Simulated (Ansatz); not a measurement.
Frontier orbitals of C$_{2}$H$_{4}$N$_{2}$O, SMILES `N=C=C(N)O`.

Charge 0, multiplicity 1. Geometry: relaxed with PBE0-D4/def2-TZVP. It is one conformer, not always the lowest. Basis def2-TZVPP, Ansatz.

Orbital energies of one run (eV). Highest occupied ones, from the top: -6.94, -9.91, -11.16, -11.76, -12.61, -13.40, -15.37, -15.74, -16.73, -18.54, -21.71, -26.89, -27.51, -31.30. Empty: 0.60, 1.37, 2.40, 2.60, 2.73, 3.87.

(1) Which functional gave them?
A. revPBE
B. CAM-B3LYP
C. ωB97X-V
D. HSE06 (plane-wave form)

Answers

(1) B. HOMO energies: CAM-B3LYP -6.94, HSE06 -5.18, ωB97X-V -7.87, revPBE -4.29 eV.
